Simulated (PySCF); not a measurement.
# CHNS (Thiocyanic Acid): the cost of one run

Computed with PySCF 2.14.0, with density-fitted response routines of our own, on a single molecule in the gas phase. Atoms count from 0, in the outputs and in this text.

## 1. The starting structure

4 atoms, charge 0, multiplicity 1; geometry from: MMFF94s. The atoms were then displaced at random by about 0.03 Å, so the start is not that level's minimum.

Bonds of the start (Å): N0–C1 1.25, C1–S2 1.73, S2–H3 1.29.

## 2. Geometry optimisation at PBE0-D3(BJ)/def2-SVP

The job: settings as JSON, then the geometry in Å.

```
{"job": {"xc": "PBE0", "basis": "def2-SVP", "d3": "d3bj", "grid": 1, "shake": 0.03, "kind": "geom"}, "charge": 0, "multiplicity": 1}
N      1.822550    -0.325960    -0.287570
C      0.635850     0.060960    -0.407060
S     -1.028030     0.520830    -0.555090
H     -1.347080    -0.346270     0.347620
```

Command:

```bash
$ OMP_NUM_THREADS=1 python probes_run.py task.json out
```

One launch serves the whole session: the jobs run in the order shown.

Q: Estimate the wall time and peak memory of this first job on 1 thread of Arm Neoverse V1, shared host.

About 4.5 s, with a peak of 0.25 GiB.
